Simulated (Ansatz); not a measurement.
```xyz
11

C    -1.4652    0.4726   -0.5793
N    -0.1594    0.4038   -1.1760
C     0.8638    0.0370   -0.5390
C     0.9897   -0.3743    0.8975
Cl    1.8263   -1.9474    0.9957
H    -2.1663   -0.0573   -1.2284
H    -1.5600    0.0724    0.4365
H    -1.7843    1.5187   -0.5672
H     1.8077    0.0126   -1.0894
H     1.6095    0.3420    1.4395
H     0.0384   -0.4804    1.4102
```

Total charge 0; spin multiplicity 1.

Q: List the B3LYP/def2-TZVPP orbital energies in eV (Ansatz 0.2.0). (Estimate.)

A: Computed: Occupied: -2762.57, -389.75, -278.75, -278.29, -277.60, -257.28, -196.38, -196.13, -196.13, -25.57, -23.60, -20.12, -18.88, -15.58, -13.75, -13.17, -12.52, -11.94, -11.44, -10.83, -8.82, -8.51, -8.29, -7.05. Lowest empty: -0.86, 0.53, 1.23, 1.80, 1.89, 2.52, 3.14, 3.21.

B3LYP here is the variant with VWN-RPA as its local correlation; programs differ in this.
